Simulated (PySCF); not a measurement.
**C₂⁺: frontier orbitals**

PBE0 at R = 1.405 Å; basis C def2-TZVP; no relativity; PySCF 2.14. State: doublet, unpaired electrons σ ↑, a mixture of terms (⟨Lz²⟩ = 2.0), a second solution, started from another occupation. Only the outer orbitals are listed.

```csv
spin,orbital,occ.,ε (eV),main shells (%)
α,σg,1,-32.31,"76 s, 22 p"
α,σu,1,-22.37,"78 s, 22 p"
α,σg,1,-19.45,"74 p, 26 s"
α,πu,1,-18.58,97 p
α,πu,0,-16.34,97 p
α,πg,0,-10.24,98 p
α,πg,0,-10.19,98 p
β,σg,1,-31.59,"77 s, 22 p"
β,σu,1,-20.16,"89 s, 10 p"
β,πu,1,-18.35,97 p
β,πu,0,-16.06,97 p
β,σg,0,-14.59,"71 p, 28 s"
β,πg,0,-9.76,99 p
```

Q: Which are the highest filled and the lowest empty level, where do they sit, and how wide is the gap?

A: Highest filled β πu at -18.35 eV (in %: 97 p); lowest empty α πu at -16.34 eV (in %: 97 p); the gap at PBE0 is 2.01 eV. Both belong to one degenerate shell, split only by its one-sided filling, so this is no excitation gap.

```json
{
  "bond order (Mayer)": "2.01",
  "⟨S²⟩": "0.758"
}
```
